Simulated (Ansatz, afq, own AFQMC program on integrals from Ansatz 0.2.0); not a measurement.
# Where AFQMC and coupled cluster stand for CHAl, triplet

```yaml
atoms:
  - { symbol: Al, position_ang: [0.0000, 0.0000, 0.1051] }
  - { symbol: C, position_ang: [0.0000, 0.0000, -1.8111] }
  - { symbol: H, position_ang: [0.0000, 0.0000, 1.7060] }
```

Connectivity, by distances: AlH–C.

Basis 6-31G. Noble-gas cores (and the filled d shells of Ga–Kr and In–Xe) are frozen. AFQMC by an in-house program on the Cholesky factors that Ansatz 0.2.0 writes for its CCSD(T) run. ph-AFQMC/CISD is guided by a CISD state made of CCSD amplitudes; releasing the constraint for a short imaginary time cuts its bias at the price of noise, slowly where states lie close. Uncertainties: one standard error, sampling alone.

Determinant: UHF, the one that the program's search chose, which needn't be the lowest solution. The geometry is a point of a scan.

Full CI on the same integrals is exact in this basis and with this determinant's frozen core.

Cautions: lower spins were not checked; an unrestricted solution with more broken spin lies lower (253 meV, ⟨S²⟩ 2.74); strong correlation (T1 0.064, weight of the determinant 0.84, largest double 0.08); unrestricted determinant spin contaminated (⟨S²⟩ 2.11 against 2.00); the released energies are still falling, so no released level is given (meV from the phaseless value at times in 1/Eh: -9 ± 5 at 0.24, -19 ± 3 at 0.51, -25 ± 4 at 0.99, -37 ± 3 at 1.62, -42 ± 4 at 2.40); the ph-AFQMC/CISD walk drifts between its halves (2.6 errors).

The T1 diagnostic is 0.0643. The weight of the determinant in the CISD state is 0.840. The ⟨S²⟩ of the determinant is 2.111. The size of the correlated space is 8 electrons in 18 orbitals.

```json
{"level": "MP2", "correlation energy (eV)": "-2.3576"}
{"level": "CCSD", "correlation energy (eV)": "-3.1477"}
{"level": "CCSD(T)", "correlation energy (eV)": "-3.2942"}
```

Task: Estimate where full CI lies against CCSD(T) on the same integrals.

Result: 68.8 meV below CCSD(T).

Reference: full CI, correlation energy -3.363 eV.

| level | E − E(reference) (meV) | share of correlation (%) |
| --- | --- | --- |
| CCSD(T) | 68.8 | 97.95 |
| CCSDT | 13.9 | 99.59 |
| CCSDT(Q) | -4.9 | 100.15 |
| CCSDTQ | 0.8 | 99.98 |
| ph-AFQMC/HF | 123.7 ± 23.0 | 96.32 |
| ph-AFQMC/CISD | 50.1 ± 4.6 | 98.51 |

CCSDT and higher add their correlation energy to the determinant of the CCSD(T) run, since their own runs factorise the integrals more tightly (a shift of under 2 meV). A walk keeps the symmetry of its determinant, which the program's search chose and which needn't be the lowest solution, so a lower state of the same spin and another symmetry isn't excluded.
